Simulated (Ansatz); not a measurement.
Relaxation of BFH4N (7 atoms, charge 0, multiplicity 2), to a largest force component of 0.03 eV/Å in at most 50 steps.

All numbers below come from UHF/def2-SVP in Ansatz.

```xyz
7
Properties=species:S:1:pos:R:3
B -0.050 0.016 -0.087
H 0.010 -0.391 1.036
H 0.928 0.436 -0.645
N -1.270 -0.002 -0.756
H -2.114 -0.336 -0.340
H -1.386 0.324 -1.693
F -0.032 -0.047 3.135
```

Task: Where does it end, and by what steps?

Result: The forces met the threshold. The force dipped under the threshold on the way, but the program's further checks kept it going. After 22 steps the energy has fallen by 0.065 eV; H2 moved furthest, 1.01 Å.

| step | energy less start (eV) | largest force component (eV/Å) | accepted |
| --- | --- | --- | --- |
| 0 | 0.0000 | 0.237 | yes |
| 1 | -0.0164 | 0.156 | yes |
| 2 | -0.0361 | 0.406 | yes |
| 3 | -0.0475 | 0.196 | yes |
| 4 | -0.0465 | 0.286 | no |
| 5 | -0.0496 | 0.025 | yes |
| 6 | -0.0508 | 0.041 | yes |
| 7 | -0.0483 | 0.496 | no |
| 8 | -0.0511 | 0.027 | yes |
| 9 | -0.0521 | 0.039 | yes |
| 10 | -0.0526 | 0.057 | yes |
| 11 | -0.0523 | 0.124 | no |
| 12 | -0.0529 | 0.026 | yes |
| 13 | -0.0537 | 0.037 | yes |
| 14 | -0.0548 | 0.093 | yes |
| 15 | -0.0555 | 0.128 | yes |
| 16 | -0.0566 | 0.175 | yes |
| 17 | -0.0574 | 0.154 | yes |
| 18 | -0.0591 | 0.078 | yes |
| 19 | -0.0606 | 0.127 | yes |
| 20 | -0.0607 | 0.369 | yes |
| 21 | -0.0633 | 0.135 | yes |
| 22 | -0.0653 | 0.013 | yes |

```xyz
7
Properties=species:S:1:pos:R:3
B 0.042 -0.199 -0.202
H 0.297 -1.171 0.457
H 0.901 0.585 -0.507
N -1.263 0.018 -0.625
H -2.019 -0.596 -0.404
H -1.533 0.804 -1.179
F -0.339 0.560 3.110
```

Whether the end is a true minimum wasn't checked by a vibrational analysis.

The run took 18 s on 1 thread of Intel(R) Xeon(R) 6975P-C (Granite Rapids), on a shared host, peak memory 0.14 GiB.
